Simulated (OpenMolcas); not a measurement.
# PH (SMILES [PH]): the dipole moment, rung by rung

PH: 2 atoms, total charge 0, spin state triplet. As SMILES, `[PH]`. The shape is that of a PBE0-D4/def2-TZVP optimisation.

```xyz
2

P     0.0000    0.0000   -0.0146
H     0.0000    0.0000    1.4137
```

Each level gives the dipole moment (D). The values are calculated.

```csv
level,kind,program,value (D),CPU time
ROHF/cc-pVTZ,Hartree–Fock,OpenMolcas,0.53,2.4 s
USVWN5/cc-pVTZ,LDA,OpenMolcas,0.52,5.7 s
UBLYP/cc-pVTZ,GGA,OpenMolcas,0.42,8.7 s
U-r2SCAN/cc-pVTZ,meta-GGA,OpenMolcas,0.52,12 s
UM06-L/cc-pVTZ,meta-GGA,OpenMolcas,0.49,13 s
UTPSS/cc-pVTZ,meta-GGA,OpenMolcas,0.50,14 s
UBHLYP/cc-pVTZ,global hybrid,OpenMolcas,0.48,8.4 s
UPBE0/cc-pVTZ,global hybrid,OpenMolcas,0.51,8.1 s
```

The values span 0.42 to 0.53 D. Magnitudes only: a small dipole may point the other way at some levels. Times are those of the runs behind each value, whatever else they computed, on shared processors of several kinds: orders of magnitude only.
